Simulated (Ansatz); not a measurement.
# What a trial cell of CaGeBr relaxes into

These are results of DFT PBE, scalar-relativistic, plane waves, PAW (Ansatz), not measurements. Cutoff 420 eV, Γ-centred k mesh, Gaussian smearing, no spin polarisation in the final step.

This is the end of a relaxation of cell and atoms.

```yaml
crystal:
  lattice:
    - [4.57914, 0.00000, 0.00000]
    - [0.00000, 4.57914, 0.00000]
    - [0.00000, 0.00000, 8.65456]
  atoms:
    - { symbol: Ca, position: [0.50000, 0.00000, 0.20729] }
    - { symbol: Ca, position: [0.00000, 0.50000, 0.79271] }
    - { symbol: Ge, position: [0.50000, 0.00000, 0.55230] }
    - { symbol: Ge, position: [0.00000, 0.50000, 0.44770] }
    - { symbol: Br, position: [0.00000, 0.00000, 0.00000] }
    - { symbol: Br, position: [0.50000, 0.50000, 0.00000] }
```

The zero of energy is the elements' standard structures at the same level; no fitted shifts are applied.

Question: What space group does it have?

Answer: P4/nmm (No. 129). Conventional cell: a = 4.579 Å, c = 8.655 Å. Around Ca lie 4 Br at 2.91 Å and 1 Ge at 2.99 Å; Ge has 1 Ca at 2.99 Å, 4 Ge at 3.36 Å and 4 Ca at 3.85 Å (next Br at 4.50 Å); Br is coordinated by 4 Ca at 2.91 Å and 4 Br at 3.24 Å.

Question: What is its formation energy per atom?

Answer: -0.71 eV/atom.

Question: Is it a metal?

Answer: Yes, bands cross the Fermi level on the 8×8×6 mesh.

The final run used a 8×8×6 mesh on its 6-atom cell and 0.10 eV smearing. For metals, differences of a few meV/atom aren't resolved. The cell came from a trial start, so CaGeBr may not exist in this structure.

Cost: 3 runs of about 3.4 core-minutes in all, on Arm Neoverse V2 (shared hosts).